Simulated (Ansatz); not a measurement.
CH$_{2}$Cl, doublet: a single point away from equilibrium.

in.yaml

```yaml
crystal:
  periodic: [false, false, false]
  atoms:
    - {symbol: C, position_ang: [0.053100, -0.219500, -0.064200]}
    - {symbol: Cl, position_ang: [-0.341500, 1.223600, 0.837600]}
    - {symbol: H, position_ang: [-0.584500, -1.024500, 0.015900]}
    - {symbol: H, position_ang: [0.840200, -0.129000, -0.799800]}
basis:
  gaussian: {orbitals: def2-TZVPP}
magnetization: {spin_polarized: true, initial_magnetization: 1}
hamiltonian: {xc: {name: revPBE}, dispersion: d4}
output: {forces: true}
```

Launched with

```bash
ansatz run in.yaml --threads 4 --pin off --events-out ev --progress --plain --max-ram 5222MiB
```

What Ansatz 0.2.0 printed:

```
Functional definition: revPBE
  name "revPBE"
  cite "Zhang & Yang, Phys. Rev. Lett. 80, 890 (1998) doi:10.1103/PhysRevLett.80.890"
  cite "Perdew, Burke & Ernzerhof, Phys. Rev. Lett. 77, 3865 (1996) doi:10.1103/PhysRevLett.77.3865"
  parameter kappa = 1.245
  parameter beta = 0.06672455060314922
  exchange = pbe_x(kappa = kappa, mu = beta*pi^2/3)
  correlation = pbe_c(beta = beta)
592 factors; their error is unknown
mean field evaluation 1: about -13580.4812 eV, gradient 4.0e1 eV
mean field evaluation 2: about -13564.1281 eV, gradient 6.4e1 eV
mean field evaluation 4: about -13588.7017 eV, gradient 3.3e0 eV
mean field evaluation 8: about -13588.7286 eV, gradient 2.0e-1 eV
mean field evaluation 16: about -13588.7287 eV, gradient 1.3e-5 eV
mean field -13588.72872414 eV, -499.3765698409 hartree, gradient 1.3e-5 eV, S^2 0.754193; 0 other end points of the search recorded, 0 dependent functions left out
the calculation of the forces begins
reference -13588.72875873 eV, -499.3765711121 hartree; 13, 12 occupied and 88, 89 virtual orbitals, 592 factors
Total energy: -13588.87463098 eV, -499.3819318183 hartree
Atom 0 at     0.053100    -0.219500    -0.064200 Å, force     1.127174     2.451558     0.281887 eV/Å
Atom 1 at    -0.341500     1.223600     0.837600 Å, force     0.187277    -0.791126    -0.465811 eV/Å
Atom 2 at    -0.584500    -1.024500     0.015900 Å, force    -1.429403    -1.702870     0.251802 eV/Å
Atom 3 at     0.840200    -0.129000    -0.799800 Å, force     0.114952     0.042438    -0.067879 eV/Å
Dipole moment:     0.029797    -0.170723    -0.138243 e Å
```

Hardware: 4 CPU threads, shared host. Wall time about 0.5 s.
